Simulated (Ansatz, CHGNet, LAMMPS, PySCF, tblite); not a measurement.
Ladder of methods for the cohesive energy of zinc-blende CdS (metastable phase)

Reference value: 2.87 eV/atom (measured, zero-point energy (9/8 kB θD) added and atomic spin-orbit splittings removed, spin-orbit-averaged atoms; as tabulated in Albrecht et al. (1997), arXiv:cond-mat/9706128).

```json
[
 {"level (code)": "Stillinger–Weber CdTeZnSeHgS0.sw (LAMMPS)", "value (eV/atom)": "2.76", "cell (Å³/atom)": "24.83", "error (eV/atom)": "-0.11"},
 {"level (code)": "GFN1-xTB (tblite)", "value (eV/atom)": "2.64", "cell (Å³/atom)": "27.24", "error (eV/atom)": "-0.23"},
 {"level (code)": "CHGNet 0.3.0", "value (eV/atom)": "2.76", "cell (Å³/atom)": "26.20", "error (eV/atom)": "-0.11"},
 {"level (code)": "LDA (Ansatz)", "value (eV/atom)": "3.33", "cell (Å³/atom)": "23.85", "error (eV/atom)": "+0.46"},
 {"level (code)": "PBE (PySCF)", "value (eV/atom)": "2.50 ± 0.04", "cell (Å³/atom)": "26.21", "error (eV/atom)": "-0.37"},
 {"level (code)": "PBE-D4 (Ansatz)", "value (eV/atom)": "2.86", "cell (Å³/atom)": "25.06", "error (eV/atom)": "-0.01"},
 {"level (code)": "r²SCAN0 (Ansatz)", "value (eV/atom)": "2.78", "cell (Å³/atom)": "25.15", "error (eV/atom)": "-0.09"}
]
```

Leaving aside Stillinger–Weber CdTeZnSeHgS0.sw (doubt noted below), GFN1-xTB (doubt noted below), CHGNet 0.3.0 (doubt noted below): Once the reference is moved by up to 0.10 eV/atom (a margin picked here for doubts on the reference and the settings) and values within 0.03 eV/atom count as equal, the nearest can be PBE-D4 (-0.01 eV/atom) or r²SCAN0 (-0.09 eV/atom). By the same margin the farthest can be LDA (+0.46 eV/atom) or PBE (-0.37 eV/atom). Within 0.2 eV/atom: PBE-D4, r²SCAN0.

Free atoms are spin-polarised, in the lowest state found; at levels without +SOC their spin–orbit coupling is left out.  A ± on a computed value is a rough bar: the spread of its extrapolation, a floor set from checks against published values, or a statistical error. Stillinger–Weber CdTeZnSeHgS0.sw: the potential file covers more elements than this solid holds. GFN1-xTB: the free atoms are run in the same model without spin. GFN1-xTB: the method was fitted mainly to molecules. GFN1-xTB: the run uses a supercell at the zone centre in place of a k mesh. CHGNet 0.3.0: free atoms can lie outside what these potentials were trained on. CHGNet 0.3.0: the energies of CHGNet 0.3.0 can hold anion corrections fitted to measured formation enthalpies. Each level is taken at its own relaxed cell. K meshes differ between the levels. Ansatz's density-functional and Hartree–Fock values are scalar-relativistic unless marked +SOC, with PAW data made under PBE.

Empirical potentials (Stillinger–Weber CdTeZnSeHgS0.sw) are fitted to chosen data: where that held the value shown, agreement is built in, and what lay outside the fit can be far off. Machine-learned potentials (CHGNet 0.3.0) are trained on DFT data: a solid inside that data is no test of them.

Differences are worked out from the printed values.

Ansatz is a program for electronic structure.
